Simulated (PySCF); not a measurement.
C₃H₄ClF (charge +1 and doublet state).
Cartesian coordinates in Å at the GFN2-xTB level; atoms count from 1:
```xyz
9
C3H4ClF angstrom
C     -1.1019    0.3089   -0.2481
C      0.0851   -0.5017   -0.1008
C      1.2928   -0.0180    0.3672
F      1.3954    1.2451    0.7037
Cl     2.6875   -0.9202    0.5554
H     -0.9711    1.3483    0.0442
H     -1.4765    0.2411   -1.2819
H     -1.9410   -0.1461    0.3019
H      0.0432   -1.5514   -0.3668
```

The hyperfine couplings belong to this conformer and change with its torsions.

As a line formula: `C[CH+][C](F)Cl` [radical] (charge +1).

Computed with UKS B3LYP, pcH-1 on C Cl F H, non-relativistic, mean-field spin-orbit, GIAO (PySCF). One conformer (not necessarily the lowest) at the GFN2-xTB geometry, without solvent, vibrations or thermal averaging. Couplings are sensitive to structure, and on GFN2-xTB geometries they can be far from those on DFT ones, by a factor of two or more for some ions and for spin on atoms past the first row. Stability of the SCF solution: not tested.

Task: Break the g tensor into its mass correction, gauge correction and orbital-Zeeman/spin–orbit terms.

Result: 
```json
{"Δg (ppt)": "relativistic mass correction", "1": "-0.21", "2": "-0.21", "3": "-0.21"}
{"Δg (ppt)": "gauge correction", "1": "0.00", "2": "0.03", "3": "0.04"}
{"Δg (ppt)": "orbital Zeeman/spin–orbit", "1": "-0.27", "2": "7.71", "3": "12.34"}
{"Δg (ppt)": "total", "1": "-0.47", "2": "7.54", "3": "12.17"}
```

So g = 2.00184, 2.00986, 2.01449 and g_iso = 2.00873; the tensor is rhombic: the two nearest values differ by 37 % of g3 − g1. Axes: g3 points within 9° of the C3–Cl5 bond.

Task: What are the electron Larmor frequencies g μB B/h along the three axes at 340 mT?

Result: 9.5262, 9.5644, 9.5864 GHz for g1, g2 and g3, a range of 60.2 MHz.

Task: At 9.603 GHz, how far is the centre of the isotropic spectrum from where a free electron (g = 2.002319) resonates?

Result: B = hν/(g μB) with μB/h = 13.99624 MHz/mT gives 342.66 mT for the free electron and 341.56 mT at g_iso, 1.09 mT lower.

Task: What effective moment and Curie constant follow for a powder?

Result: With the mean of g² = 4.0350 and S(S+1) = 0.75: μ_eff = √(⟨g²⟩S(S+1)) = 1.740 μB and χT = 0.12505·⟨g²⟩·S(S+1) = 0.378 cm³ K/mol (cgs; spin-Hamiltonian part alone).

Task: In a frozen sample, at which fields do the three g values resonate at 9.5, 34, 94 and 263 GHz (hyperfine left aside), and which band first spreads them over more than twice a line width of 0.5 mT?

Result: 
| band | GHz | B(g3) mT | B(g2) mT | B(g1) mT | spread mT |
| --- | --- | --- | --- | --- | --- |
| X | 9.5 | 336.94 | 337.71 | 339.06 | 2.13 |
| Q | 34.0 | 1205.87 | 1208.65 | 1213.49 | 7.62 |
| W | 94.0 | 3333.88 | 3341.57 | 3354.95 | 21.07 |
| J | 263.0 | 9327.78 | 9349.29 | 9386.72 | 58.94 |

The spread grows in proportion to the frequency. X band is the first where it exceeds 1.0 mT.

Largest spin populations (Mulliken): C2 (+0.46), C3 (+0.24) and Cl5 (+0.18). Three atoms exceed +0.15.

The HOMO–LUMO gaps are 6.34 eV among the α and 4.13 eV among the β orbitals.

Time: 23 s of wall time (grids of density and orbitals included); peak memory 0.59 GiB. Hardware: an Arm Neoverse V1 with one thread (shared host).

The SMILES draws the unpaired electron on C3; the largest computed Mulliken spin population is on C2 (0.46 against 0.24).
